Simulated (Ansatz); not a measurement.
Rutile CrO2

Level of theory: PBE (PAW; Ansatz, a quantum-chemistry and plane-wave program).

Numerical settings: plane-wave cutoff 500 eV, 10×10×14 k mesh (along the axes of the cell as run), Fermi–Dirac smearing 0.05 eV, magnetic order afm, spin-polarised with opposed moments, scalar-relativistic PAW data made under PBE.

Cell (relaxed at this level):

Space group P4₂/mnm (No. 136); a = b = 4.470 Å, c = 2.892 Å, α = β = γ = 90.00°

```
atom  site  symmetry       x       y       z
----  ----  --------  ------  ------  ------
Cr      2a      m.mm  0.0000  0.0000  0.0000
O       4f      m.2m  0.3054  0.3054  0.0000
```

```json
{
  "magnetic moment (largest site, within a sphere)": "1.54 μB"
}
```

Moments are spin moments.
